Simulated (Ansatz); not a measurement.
Turn this script for the Ansatz DFT code, driven from Python into the input file that the command-line program reads.

The script, `clfmg.py`:
```python
# -*- coding: utf-8 -*-
import ansatz as az

GEOMETRY = """
F    -1.66000    0.85720   -0.82380
Mg   -0.12280    0.05040   -0.05880
Cl    1.77190   -0.97240    0.86940
"""


def main():
    mol = az.Crystal.molecule()
    for line in GEOMETRY.strip().splitlines():
        symbol, *xyz = line.split()
        mol = mol.atom(symbol, [float(v) for v in xyz])

    calc = mol.calculation().basis(gaussian="cc-pVDZ").correlation(active_electrons=2, active_orbitals=3)
    for method in [None]:
        rep = (calc if method is None else calc.correlation(method)).run(threads=1).report
        space = rep["configurations"]
        state = space["states"][0]
        print(method or "casscf", f"total {rep['free_energy_ev'] / 27.211386246:.6f} Ha, active-space state {state['energy']['hartree']:.6f} Ha, mean field {rep['reference_energy_ev'] / 27.211386246:.6f} Ha")
        print("  determinants", state["n_determinants"], " natural occupations", [round(n, 3) for n in space["natural_occupations"]])


if __name__ == "__main__":
    main()
```

```console
$ python clfmg.py
casscf total -758.710792 Ha, active-space state -758.710792 Ha, mean field -758.691117 Ha
  determinants 9  natural occupations [1.984, 0.016, 0.001]
```

`input.yaml`:
```yaml
crystal:
  periodic: [false, false, false]
  atoms:
    - { symbol: F, position_ang: [-1.66, 0.8572, -0.8238] }
    - { symbol: Mg, position_ang: [-0.1228, 0.0504, -0.0588] }
    - { symbol: Cl, position_ang: [1.7719, -0.9724, 0.8694] }
basis:
  gaussian:
    orbitals: cc-pVDZ
correlation:
  active_space:
    window:
      electrons: 2
      orbitals: 3
```

Total energies depend on the basis set; only differences at equal settings carry meaning. The geometry is a force-field or estimated start, not a minimum of this method, and the basis set is short of its limit. The active space starts as a window about the frontier orbitals and is then optimised, not chosen by chemistry. Run time: 4.1 s on 1 thread of Arm Neoverse V1, with other jobs on the host, peak memory 0.16 GiB.

(Lines on the test bed's own set-up are left out of the output.)
